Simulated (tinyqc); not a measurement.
Inside a calculation. Method: ROHF in the sto-6g basis, for CH3, spin multiplicity 2. One step of it, computed by the program tinyqc.

Task: Iteration 2: DIIS coefficients. Solve [B -1; -1 0][c; lambda] = [0; -1] for the coefficients, which sum to one.

B (overlaps of the stored error matrices):
```
                1               2
1   5.2642440e+00  -1.1664374e+00
2  -1.1664374e+00   2.9489717e-01
```

Give: DIIS coefficients.

Result:

DIIS coefficients: 0.1852  0.8148
